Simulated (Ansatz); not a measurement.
Geometry optimisation, UKS PBE-D4/def2-SVP (Ansatz).

input.yaml

```yaml
crystal:
  periodic: [false, false, false]
  atoms:
    - { symbol: O, position_ang: [-1.2288, 0.0624, -0.6929] }
    - { symbol: B, position_ang: [-0.5027, 0.5047, 0.4626] }
    - { symbol: S, position_ang: [-1.44014, 0.75707, 2.04327] }
    - { symbol: H, position_ang: [-1.1796, -0.872, -0.6956] }
    - { symbol: H, position_ang: [-1.7754, 2.10025, 1.7174] }
magnetization:
  spin_polarized: true
  initial_magnetization: 1
basis:
  gaussian: { orbitals: def2-SVP }
hamiltonian:
  xc: pbe
  dispersion: d4
relax:
  f_tol: 0.015
  max_steps: 40
output:
  orbitals: {}
```

Launched with:

```bash
$ ansatz run input.yaml --threads 1 --pin off --max-ram 2048MiB --backend cpu --events-out ev --progress --plain --runs-dir out
```

**Question.** Where does it end, and by what steps?

**Answer.** It converged. After 10 steps the energy has fallen by 1.210 eV; B2 moved furthest, 0.68 Å.

| step | energy less start (eV) | largest force component (eV/Å) | accepted |
| --- | --- | --- | --- |
| 0 | 0.0000 | 2.957 | yes |
| 1 | -0.2563 | 1.476 | yes |
| 2 | -0.4518 | 2.825 | yes |
| 3 | -0.7875 | 2.183 | yes |
| 4 | -0.9962 | 1.466 | yes |
| 5 | -1.1777 | 0.554 | yes |
| 6 | -1.2030 | 0.185 | yes |
| 7 | -1.2084 | 0.162 | yes |
| 8 | -1.2100 | 0.056 | yes |
| 9 | -1.2102 | 0.017 | yes |
| 10 | -1.2102 | 0.004 | yes |

```xyz
5
Properties=species:S:1:pos:R:3
O -1.290 0.106 -0.477
B -0.798 -0.023 0.775
S -1.111 1.096 2.140
H -1.002 -0.607 -1.076
H -1.925 1.980 1.472
```

Run time: 20 s on 1 thread of Arm Neoverse V2, with other jobs on the host, peak memory 0.12 GiB.
